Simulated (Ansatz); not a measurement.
# Cl2: the cost of one run

Program: Ansatz 0.2.0 through its Python package. Level of theory: PBE/def2-SVPD. These are calculated values, not measurements.

### 1 The system

Bond lengths: Cl1–Cl2 2.016 Å.

No structure file is read: the coordinates are typed or built in the script.

### 2 The script

Contents of run_dimer.py:

```python
import ansatz as az

BASIS_SET = "def2-SVPD"
FUNCTIONAL = "PBE"

FIRST = [
    ("Cl", (0.8599, -0.2863, 0.4409)),
    ("Cl", (-0.8599, 0.2863, -0.4409)),
]
SECOND = [
    ("Cl", (-2.6352, -3.0148, -0.6753)),
    ("Cl", (-1.1221, -2.3592, 0.4837)),
]

def energy(atoms, ghosts=()):
    molecule = az.Crystal.molecule()
    for symbol, xyz in atoms:
        molecule = molecule.atom(symbol, xyz)
    calc = (
        molecule.calculation()
        .basis(gaussian=BASIS_SET)
        .functional(FUNCTIONAL)
    )
    deck = calc.input()
    if ghosts:
        deck = deck.set(az.key.basis.gaussian.ghost_atoms, [{"symbol": s, "position_ang": list(xyz)} for s, xyz in ghosts])
    return az.Session.from_dict(deck).plan().execute().report["free_energy_ev"]

both = energy(FIRST + SECOND)
alone = energy(FIRST) + energy(SECOND)
ghosted = energy(FIRST, SECOND) + energy(SECOND, FIRST)
print(f"dimer {both:.6f} eV")
print(f"interaction, uncorrected   {(both - alone):8.3f} eV")
print(f"interaction, counterpoise  {(both - ghosted):8.3f} eV")
print(f"basis-set superposition    {(alone - ghosted):8.3f} eV")
```

### 3 The calls as engine input

The engine receives this input (first run):

```yaml
crystal:
  periodic: [false, false, false]
  atoms:
    - { symbol: Cl, position_ang: [0.8599, -0.2863, 0.4409] }
    - { symbol: Cl, position_ang: [-0.8599, 0.2863, -0.4409] }
    - { symbol: Cl, position_ang: [-2.6352, -3.0148, -0.6753] }
    - { symbol: Cl, position_ang: [-1.1221, -2.3592, 0.4837] }
basis:
  gaussian:
    orbitals: def2-SVPD
hamiltonian:
  xc: pbe
```

### 4 The run

Run with:

```bash
$ python run_dimer.py
```

Q: Estimate wall time and peak memory on 1 thread of Arm Neoverse N1, shared host.

About 11 s, with a peak of 0.2 GiB.
